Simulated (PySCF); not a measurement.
Work out the structure from these simulated measurements.

Formula: CH3NSi.

- 1H NMR: chemical shifts (computed TMS as zero) by class: 4.20 (3 H) ppm [GIAO PBE0/pcSseg-1]
- 13C NMR: chemical shifts (computed TMS as zero) by class: 120.8 (1 C) ppm [GIAO PBE0/pcSseg-1]
- Rotational structure: rotational constants A, B, C: 84.915, 4.957, 4.957 GHz [GFN2-xTB]
- NMR, other nuclei: isotropic shieldings of nuclei other than C and H, by class: -102 (1 N), 450 (1 Si) ppm [GIAO PBE0/pcSseg-1]
- Dipole: 3.72 D [PBE0/pcSseg-1]

Gas-phase values; electronic properties from PySCF, density fitting. Levels stand in brackets. Geometry: GFN2-xTB; no solvent, vibrations or thermal averaging. NMR classes are plain means over equivalent atoms (diastereotopic ones count apart unless rotation or inversion swaps them), as if these changed places fast.

Task: Give a SMILES that accounts for the data.

Result: Numbering: `[N:1]#[C:2][SiH3:3]`. Its formula, CH3NSi, gives 2 degrees of unsaturation: 0 rings and 2 π bonds in the structure found. The one carbon: cyano carbon [C2] (120.8 ppm). All hydrogens form one class (4.20 ppm): Si–H hydrogen. The other shieldings belong to: -102 ppm, cyano nitrogen [N1]; 450 ppm, SiH3 silicon [Si3]. The optimised geometry has point group C3v and is a prolate symmetric top. Structure: silyl cyanide (`N#C[SiH3]`). The assignments are read from this structure; whether some other isomer fits the data as well wasn't checked.
